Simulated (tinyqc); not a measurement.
Worked calculation: extended Hueckel theory, for CH3-. The parameters take no account of the charge, which enters only through the electron count, and nothing here shows that the anion is bound. One step of it, computed by the program tinyqc.

Problem. Wolfsberg-Helmholz matrix. H_ij = K' S_ij (H_ii + H_jj)/2 for i != j (the diagonal keeps H_ii), with K' = 1.5.

overlap S, lower triangle:
```
,1C 2s,1C 2px,1C 2py,1C 2pz,2H 1s,3H 1s,4H 1s
1C 2s,1.000000
1C 2px,0.000000,1.000000
1C 2py,0.000000,0.000000,1.000000
1C 2pz,0.000000,0.000000,0.000000,1.000000
2H 1s,0.491326,0.489112,0.000000,-0.040909,1.000000
3H 1s,0.491440,-0.244636,0.423616,-0.040923,0.124683,1.000000
4H 1s,0.491440,-0.244636,-0.423616,-0.040923,0.124683,0.124756,1.000000
```

diagonal H_ii (eV): 1C 2s -21.400000, 1C 2px -11.400000, 1C 2py -11.400000, 1C 2pz -11.400000, 2H 1s -13.600000, 3H 1s -13.600000, 4H 1s -13.600000

K = 1.500000

Give: H.

Solution.

H (eV), lower triangle:
```
,1C 2s,1C 2px,1C 2py,1C 2pz,2H 1s,3H 1s,4H 1s
1C 2s,-21.400
1C 2px,0.000,-11.400
1C 2py,0.000,0.000,-11.400
1C 2pz,0.000,0.000,0.000,-11.400
2H 1s,-12.897,-9.171,0.000,0.767,-13.600
3H 1s,-12.900,4.587,-7.943,0.767,-2.544,-13.600
4H 1s,-12.900,4.587,7.943,0.767,-2.544,-2.545,-13.600
```
